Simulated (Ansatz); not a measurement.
Computed with frozen-core CCSD(T)/cc-pVQZ // B3LYP-D3(BJ)/def2-TZVP in Ansatz (a program for electronic structure).

Ansatz 0.2 input:
```yaml
crystal:
  periodic: [false, false, false]
  atoms:
    - { symbol: Cl, position_ang: [-1.071117, -1.40559, -0.207898] }
    - { symbol: C, position_ang: [0.0, 0.0, 0.0] }
    - { symbol: Cl, position_ang: [-0.924441, 1.495692, -0.27296] }
    - { symbol: Cl, position_ang: [1.33585, -0.09381, -1.171707] }
    - { symbol: Cl, position_ang: [0.659707, 0.003708, 1.652563] }
basis:
  gaussian: { orbitals: cc-pVQZ }
correlation:
  method: ccsd_t
```

Output:

```
Functional definition: HF
1784 factors; integrals over basis functions are off by at most 3.8e-4 eV
mean field evaluation 1: about -51042.8418 eV, gradient 3.6e1 eV
mean field evaluation 2: about -51043.0733 eV, gradient 3.6e1 eV
mean field evaluation 4: about -51046.6367 eV, gradient 3.6e0 eV
mean field evaluation 8: about -51046.7228 eV, gradient 1.7e-1 eV
mean field evaluation 16: about -51043.7729 eV, gradient 3.6e1 eV
mean field -51046.72300159 eV, -1875.9324695968 hartree, gradient 4.5e-6 eV, S^2 0.000000; 0 other end points of the search recorded, 0 dependent functions left out
21 core orbitals not correlated
reference -51046.72300159 eV, -1875.9324695968 hartree; 16, 16 occupied and 254, 254 virtual orbitals, 1784 factors
second order -27.61116007 eV of doubles, -0.00000000 eV of singles
cycle   1  -28.01872730 eV  change   -4.1e-1 eV  update   1.1e-1
cycle   2  -28.66638337 eV  change   -6.5e-1 eV  update   3.6e-2
cycle   3  -28.81555199 eV  change   -1.5e-1 eV  update   1.5e-2
cycle   4  -28.80666652 eV  change    8.9e-3 eV  update   3.4e-3
cycle   5  -28.80473717 eV  change    1.9e-3 eV  update   1.4e-3
cycle   6  -28.80437772 eV  change    3.6e-4 eV  update   4.3e-4
cycle   7  -28.80411511 eV  change    2.6e-4 eV  update   1.7e-4
cycle   8  -28.80413396 eV  change   -1.9e-5 eV  update   3.8e-5
perturbative correction -1.51096761 eV, -0.0555270354 hartree
Total energy: -51077.03810315 eV, -1877.0465290309 hartree
```

Cost: about 100 core-seconds (a rough figure).
